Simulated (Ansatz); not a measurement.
Rutile SnO2, relaxed in Ansatz (plane waves) with several semilocal functionals. Each gives its own volume and its own elastic constant C11:

| level | V0 (Å³/atom) | elastic constant C11 (GPa) | ln V0 | ln C11 |
|---|---|---|---|---|
| LDA | 11.859 | 248.2 | 2.4731 | 5.5142 |
| r²SCAN | 12.085 | 254.1 | 2.4920 | 5.5377 |
| PBE | 12.578 | 209.5 | 2.5319 | 5.3447 |

Fit a straight line to ln C11 against ln V0. What does it predict for PBEsol, whose volume is 12.177 Å³/atom?

With x = ln V0 and y = ln C11: means 2.49900 and 5.46553; Σ(Δx Δy) = -0.005741, Σ(Δx²) = 0.001802, so the slope is -3.19. At x = 2.4995 the line gives y = 5.46553 + (-3.19) × (2.4995 − 2.49900) = 5.4639, or 236.0 GPa. The run with PBEsol gives 229.5 GPa, -2.8 % from the line. The rows used scatter about it by up to 5.1 %, while the largest value lies 21 % above the smallest.

Measured: 262 GPa (measured, temperature not stated, not corrected to a static lattice; as tabulated in Oses et al. (2018), arXiv:1811.08464).

Ansatz's density-functional and Hartree–Fock values are scalar-relativistic unless marked +SOC, with PAW data made under PBE.

Ansatz is an electronic-structure program.
